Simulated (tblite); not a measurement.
A tight-binding relaxation on `C[CH]C(N)=S` [radical].

Computed with GFN2-xTB geometry optimisation, gas phase (tblite 0.8.0). Start geometry: from a force field or distance geometry. The input is one job of a driver script: a line of settings, then coordinates in Å.

Command:
```bash
OMP_NUM_THREADS=1 python probes_run.py task.json out
```

Input:
```
{"job": {"kind": "relax", "xc": "GFN2-xTB", "basis": "xTB"}, "charge": 0, "multiplicity": 2}
C     -1.354400    -0.533500    -0.323400
C     -0.588200     0.713600    -0.575600
C      0.891900     0.752800    -0.651400
N      1.526300    -0.422300    -0.507700
S      1.772400     2.136200    -0.919700
H     -1.200800    -1.261800    -1.122000
H     -2.432000    -0.296900    -0.304200
H     -1.091900    -0.972400     0.644600
H     -1.115100     1.641300    -0.685900
H      1.061100    -1.313600    -0.326700
H      2.536100    -0.440800    -0.555500
```

Output:
```
step      E/eV     max force
  0    -424.01447    3.853
  1    -424.22625    0.998
  2    -424.24669    0.453
  3    -424.25762    0.429
  4    -424.26739    0.269
  5    -424.27318    0.195
  6    -424.27739    0.200
  7    -424.28034    0.170
  8    -424.28166    0.107
  9    -424.28229    0.095
... (36 lines left out)
 46    -424.29231    0.029
 47    -424.29237    0.028
 48    -424.29241    0.021
 49    -424.29244    0.015
 50    -424.29246    0.016
 51    -424.29249    0.018
 52    -424.29252    0.014
 53    -424.29253    0.010
 54    -424.29255    0.011
 55    -424.29256    0.009
```

«max force» is the largest atomic force in eV/Å.

Problem. From which step on does the largest force stay under 0.1 eV/Å, and how much energy is left to gain from there?

Solution. From step 32 (0.071 eV/Å), 1.7 meV above the end.

Main results: energy lowered by 6.4 kcal/mol over 55 steps; largest atomic force 0.009 eV/Å at the end.

The run took 0.39 s of wall time on one thread of an Intel Xeon at 2.70 GHz, shared host with 64 logical CPUs at a one-minute load of 50.
Labels such as C1 count atoms from 1, the log's own numbers from 0.
